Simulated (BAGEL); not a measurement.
# A workflow on SiH4O (SMILES O[SiH3])

Aim: the energy (HF/6-31G*), then a single-point energy (NEVPT2(2,2)/6-31G*), then the energy (CASPT2(2,2)/6-31G*) of SiH4O. 

The calculation is run with BAGEL 1.2.2.

2 further runs of the same task are left out: 2 set aside as unsound or not needed.

**1. Starting point**

The species is SiH4O (6 atoms), meant as a singlet with charge 0. As SMILES, `O[SiH3]`. The O1–Si2 distance was set to 3.790 Å, away from the relaxed value. At this shape a bond of the SMILES string is far longer than usual.

Bond lengths: O1–H3 0.957 Å, Si2–H4 1.489 Å, Si2–H5 1.481 Å, Si2–H6 1.489 Å. Angles: H4–Si2–H5 109.9°, H4–Si2–H6 107.9°, H5–Si2–H6 109.9°.

**2. A single-point energy at HF/6-31G(d) (density fitting with svp-jkfit, spherical functions) (run 1)**

Contents of input.json:

```json
{ "bagel": [

{
  "title": "molecule",
  "basis": "6-31gs.json",
  "df_basis": "svp-jkfit",
  "angstrom": "true",
  "geometry": [
    { "atom": "O", "xyz": [    1.510810,   -2.820120,    1.206791 ] },
    { "atom": "Si", "xyz": [   -0.035700,    0.346500,   -0.187000 ] },
    { "atom": "H", "xyz": [    0.943210,   -3.419020,    1.692491 ] },
    { "atom": "H", "xyz": [   -1.128300,    0.045700,   -1.152800 ] },
    { "atom": "H", "xyz": [    1.060500,    1.064900,   -0.875600 ] },
    { "atom": "H", "xyz": [   -0.602300,    1.202400,    0.891700 ] }
  ]
},
{
  "title": "hf"
},
{
  "title": "print",
  "file": "orbitals.molden",
  "orbitals": "true"
}

]}
```

The basis set 6-31G* is read from a file made from the Basis Set Exchange's data (not shown).

Command:

```
$ BAGEL_NUM_THREADS=1 BAGEL input.json > input.out
```

Output:

```text
* using 1 threads per process

  ===============================================================
  ===============================================================

  *** Geometry ***

  { "atom" : "O", "xyz" : [      2.855017,     -5.329254,      2.280504 ] },
  { "atom" : "Si", "xyz" : [     -0.067463,      0.654790,     -0.353379 ] },
  { "atom" : "H", "xyz" : [      1.782409,     -6.461011,      3.198344 ] },
  { "atom" : "H", "xyz" : [     -2.132178,      0.086360,     -2.178476 ] },
  { "atom" : "H", "xyz" : [      2.004055,      2.012369,     -1.654644 ] },
  { "atom" : "H", "xyz" : [     -1.138182,      2.272207,      1.685069 ] },

  Number of auxiliary basis functions:      277

  Since a DF basis is specified, we compute 2- and 3-index integrals:
    o Being stored without compression. Storage requirement is 0.004 GB

  Number of basis functions:       40
  Number of electrons      :       26

    * METHOD: MOLECULE                             0.12

  *** RHF ***

  === Nuclear Repulsion ===
    40.5165299856

      * DIIS with orbital gradients will be used.

  === RHF iteration (6-31gs.json) ===
      0       -365.50767687          0.04145367           0.01
      1       -363.02939497          0.10265786           0.02
      2       -365.77310293          0.01167972           0.01
      3       -365.82495097          0.00373326           0.01
      4       -365.83046267          0.00529790           0.01
      5       -365.83383229          0.00335560           0.01
      6       -365.83603869          0.00043492           0.01
      7       -365.83607193          0.00014031           0.01
      8       -365.83607650          0.00000985           0.01
      9       -365.83607656          0.00000780           0.01
     10       -365.83607658          0.00000175           0.01
     11       -365.83607658          0.00000086           0.01
     12       -365.83607658          0.00000014           0.01
     13       -365.83607658          0.00000004           0.01
     14       -365.83607658          0.00000002           0.01
     15       -365.83607658          0.00000002           0.01
     16       -365.83607658          0.00000001           0.01
     17       -365.83607658          0.00000001           0.01
    * SCF iteration converged.

    * Permanent dipole moment:
           (    1.459709,    -1.894837,     0.696035) a.u.

    * METHOD: HF                                   0.36

    * METHOD: PRINT                                0.01

  ===============================================================
```

Wall time 0.75 s (1 thread of Intel Xeon Platinum 8259CL at 2.50GHz (Skylake/Cascade Lake), shared host); peak memory 0.15 GiB.

**3. The energy at NEVPT2(2,2)/6-31G(d) (density fitting with svp-jkfit, spherical functions) (run 2)**

Contents of nevpt2.json:

```json
{ "bagel": [

{
  "title": "molecule",
  "basis": "6-31gs.json",
  "df_basis": "svp-jkfit",
  "angstrom": "true",
  "geometry": [
    { "atom": "O", "xyz": [    1.510810,   -2.820120,    1.206791 ] },
    { "atom": "Si", "xyz": [   -0.035700,    0.346500,   -0.187000 ] },
    { "atom": "H", "xyz": [    0.943210,   -3.419020,    1.692491 ] },
    { "atom": "H", "xyz": [   -1.128300,    0.045700,   -1.152800 ] },
    { "atom": "H", "xyz": [    1.060500,    1.064900,   -0.875600 ] },
    { "atom": "H", "xyz": [   -0.602300,    1.202400,    0.891700 ] }
  ]
},
{
  "title": "hf"
},
{
  "title": "nevpt2",
  "nstate": 1,
  "nact": 2,
  "nclosed": 12,
  "active": [13, 14],
  "maxiter": 200,
  "natocc": "true",
  "ncore": 6
},
{
  "title": "print",
  "file": "orbitals.molden",
  "orbitals": "true"
}

]}
```

The basis set 6-31G* is read from a file made from the Basis Set Exchange's data (not shown).

Command:

```
$ BAGEL_NUM_THREADS=1 BAGEL nevpt2.json > nevpt2.out
```

Output:

```text
* using 1 threads per process

  ===============================================================
  ===============================================================

  *** Geometry ***

  { "atom" : "O", "xyz" : [      2.855017,     -5.329254,      2.280504 ] },
  { "atom" : "Si", "xyz" : [     -0.067463,      0.654790,     -0.353379 ] },
  { "atom" : "H", "xyz" : [      1.782409,     -6.461011,      3.198344 ] },
  { "atom" : "H", "xyz" : [     -2.132178,      0.086360,     -2.178476 ] },
  { "atom" : "H", "xyz" : [      2.004055,      2.012369,     -1.654644 ] },
  { "atom" : "H", "xyz" : [     -1.138182,      2.272207,      1.685069 ] },

  Number of auxiliary basis functions:      277

[... 21 lines left out ...]
    * SCF iteration converged.
[... 1 line left out ...]
    * Permanent dipole moment:
[... 28 lines left out ...]
    * Second-order optimization converged. *

     guess   0:   closed 1.                   open ..

  === FCI iteration ===

      0  0      -365.79976331     1.15e-01      0.00
      1  0      -365.96956807     3.44e-02      0.00
      2  0 *    -365.98248619     1.24e-16      0.00

     * ci vector, state   0, <S^2> = 0.0000
       2.     0.7687227707
       .2    -0.6395821306

  === DF-NEVPT2 calculation ===

    * 3-index integral transformation done
    * assembly done

      NEVPT2 correlation energy:   -0.2112674812      0.03

          (+0)     -0.1452385491
          (+0)'    -0.0111742904
          (+1)     -0.0108662334
          (+1)'    -0.0000000000
          (+2)     -0.0000494324
          (-1)     -0.0438398988
          (-1)'     0.0000000000
          (-2)     -0.0000990773

      NEVPT2 total energy:       -366.1937536739

    * METHOD: NEVPT2                               0.87

    * METHOD: PRINT                                0.01

  ===============================================================
```

Run time: 1.5 s. Hardware: 1 thread of Intel Xeon Platinum 8259CL at 2.50GHz (Skylake/Cascade Lake), shared host; peak memory 0.15 GiB.

**4. A single-point energy at CASPT2(2,2)/6-31G(d) (density fitting with svp-jkfit, spherical functions) (run 3)**

Contents of input.json:

```json
{ "bagel" : [

{
  "title" : "molecule",
  "basis" : "6-31gs.json",
  "df_basis" : "svp-jkfit",
  "angstrom" : true,
  "geometry" : [
    { "atom" : "O", "xyz" : [    1.510810,   -2.820120,    1.206791 ] },
    { "atom" : "Si", "xyz" : [   -0.035700,    0.346500,   -0.187000 ] },
    { "atom" : "H", "xyz" : [    0.943210,   -3.419020,    1.692491 ] },
    { "atom" : "H", "xyz" : [   -1.128300,    0.045700,   -1.152800 ] },
    { "atom" : "H", "xyz" : [    1.060500,    1.064900,   -0.875600 ] },
    { "atom" : "H", "xyz" : [   -0.602300,    1.202400,    0.891700 ] }
  ]
},
{
  "title" : "hf",
  "charge" : 0
},
{
  "title" : "casscf",
  "nstate" : 1,
  "nact" : 2,
  "nclosed" : 12,
  "charge" : 0,
  "active" : [13, 14],
  "maxiter" : 200,
  "natocc" : true
},
{
  "title" : "print",
  "file" : "orbitals.molden",
  "orbitals" : true
},
{
  "title" : "smith",
  "method" : "caspt2",
  "ms" : true,
  "xms" : true,
  "sssr" : true,
  "shift" : 0.2,
  "shift_imag" : true,
  "ncore" : 6
}

]}
```

The basis set 6-31G* is read from a file made from the Basis Set Exchange's data (not shown).

Command:

```
$ BAGEL_NUM_THREADS=1 BAGEL input.json > input.out
```

Output:

```text
* using 1 threads per process

  ===============================================================
  ===============================================================

  *** Geometry ***

  { "atom" : "O", "xyz" : [      2.855017,     -5.329254,      2.280504 ] },
  { "atom" : "Si", "xyz" : [     -0.067463,      0.654790,     -0.353379 ] },
  { "atom" : "H", "xyz" : [      1.782409,     -6.461011,      3.198344 ] },
  { "atom" : "H", "xyz" : [     -2.132178,      0.086360,     -2.178476 ] },
  { "atom" : "H", "xyz" : [      2.004055,      2.012369,     -1.654644 ] },
  { "atom" : "H", "xyz" : [     -1.138182,      2.272207,      1.685069 ] },

  Number of auxiliary basis functions:      277

[... 21 lines left out ...]
    * SCF iteration converged.
[... 1 line left out ...]
    * Permanent dipole moment:
[... 27 lines left out ...]
    * Second-order optimization converged. *
[... 9 lines left out ...]
     * ci vector, state   0, <S^2> = 0.0000
[... 16 lines left out ...]
    * Zeroth order energy : state  0       -0.3829740165
[... 4 lines left out ...]
       #      aibj      arbs      arbi      airj      risj      airs      arst      rist         Etot      error   time
[... 2 lines left out ...]
       0  -0.14451  -0.00012  -0.04832  -0.01199  -0.00008  -0.01118  -0.00000   0.00000   -0.2161988  0.0009534   0.02
       1  -0.14451  -0.00012  -0.04838  -0.01199  -0.00008  -0.01122  -0.00000   0.00000   -0.2163075  0.0000699   0.01
       2  -0.14451  -0.00012  -0.04838  -0.01199  -0.00008  -0.01122  -0.00000  -0.00000   -0.2163083  0.0000062   0.01
       3  -0.14451  -0.00012  -0.04838  -0.01199  -0.00008  -0.01122  -0.00000  -0.00000   -0.2163083  0.0000007   0.01

      ------------------------------------------------------------------------------------------------------------------

    * CASPT2 energy : state  0     -366.2000365827
        w/o shift correction       -366.1987944813
        reference weight              0.9311879166

    * METHOD: SMITH                                0.10

  ===============================================================
```

Run time: 1.4 s. Hardware: 1 thread of Intel Xeon Platinum 8259CL at 2.50GHz (Skylake/Cascade Lake), shared host; peak memory 0.15 GiB.

**5. Summary of results**

| quantity | value |
| --- | --- |
| run 1, HF/6-31G*: total energy | -365.83608 Eh |
| run 1, HF/6-31G*: dipole moment | 6.33 D |
| run 1, HF/6-31G*: HOMO energy | -7.69 eV |
| run 1, HF/6-31G*: LUMO energy | -2.04 eV |
| run 1, HF/6-31G*: HOMO–LUMO gap | 5.65 eV |
| run 2, NEVPT2(2,2)/6-31G*: total energy | -366.19375 Eh |
| run 3, CASPT2(2,2)/6-31G*: total energy | -366.20004 Eh |

**Reading.** One bond (run 1, HF/6-31G*) is far stretched, which a spin-restricted single reference describes badly; a broken-symmetry solution may lie lower.
